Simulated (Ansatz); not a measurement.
Equilibrium lattice constant a of some III–V compounds, all zinc-blende

Method: r²SCAN+rVV10 (PAW; Ansatz, a first-principles code). References are measured values corrected to a static lattice.

Values in Å.

```
solid             reference  r²SCAN+rVV10  error (%)
----------------  ---------  ------------  ---------
zinc-blende GaAs       5.64         5.647      +0.12
cubic BN              3.593         3.607      +0.39
zinc-blende InAs      6.047         6.083      +0.60
zinc-blende GaP       5.439         5.436      -0.06
zinc-blende InSb      6.468         6.522      +0.83
zinc-blende BP        4.525         4.531      +0.13
zinc-blende InP       5.858         5.886      +0.48
```

Over these 7 solids the mean error is +0.36 %, the mean absolute error 0.37 % (median 0.39 %), and the worst case zinc-blende InSb at +0.83 %; the value is too high in 6 of 7 cases.

All these references are brought to a static lattice.

Spin–orbit coupling is left out, also for the solids with elements from indium on (zinc-blende InAs, zinc-blende InSb, zinc-blende InP); its size isn't shown.

Differences are worked out from the printed values.

Caveats: the gap of the solid is closed in this run (zinc-blende InAs). Ansatz's density-functional and Hartree–Fock values are scalar-relativistic unless marked +SOC, with PAW data made under PBE.

Not in this set, of the III–V compounds with a reference value in our tables and a result at some level: 4 for a reference at room or unstated temperature; 3 for no value at r²SCAN+rVV10 (not run, a failed fit, an unstable or unbound cell, or a value held back for tests); 1 for a high-temperature or high-pressure phase. These can be a level's best or worst cases. At least 3 more with a reference value are held back for tests. Solids without a released value at any level aren't counted. Layered and molecular crystals are counted apart.

References as tabulated in Mejia-Rodriguez and Trickey (2018), arXiv:1807.09216; Goldzak et al. (2022), arXiv:2208.04865.
